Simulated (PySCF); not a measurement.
Ne: ionisation energy

Ne [Ne] (1S) → Ne⁺ [He] 2s2 2p5 (2P), as a difference of total energies. All numbers are calculated (PySCF 2.14, the non-relativistic Hamiltonian (point nucleus), in aug-cc-pVDZ (4s3p2d, 23 functions)). Correlated levels: valence: 1s2 frozen. The calculations carry no spin-orbit coupling.

| method | ionisation energy (eV) | error (eV) |
| --- | --- | --- |
| UHF | 19.850 | -1.747 |
| PBE | 21.749 | +0.152 |
| B3LYP | 21.810 | +0.213 |
| MP2 (valence) | 21.611 | +0.014 |
| SCS-MP2 (valence) | 21.466 | -0.131 |
| CCSD (valence) | 21.390 | -0.207 |
| CCSD(T) (valence) | 21.421 | -0.176 |

Reference: 21.597 eV (measured; NIST levels, between the centres of gravity of the two terms).

Errors of the correlated levels include the incompleteness of this basis and the frozen core.
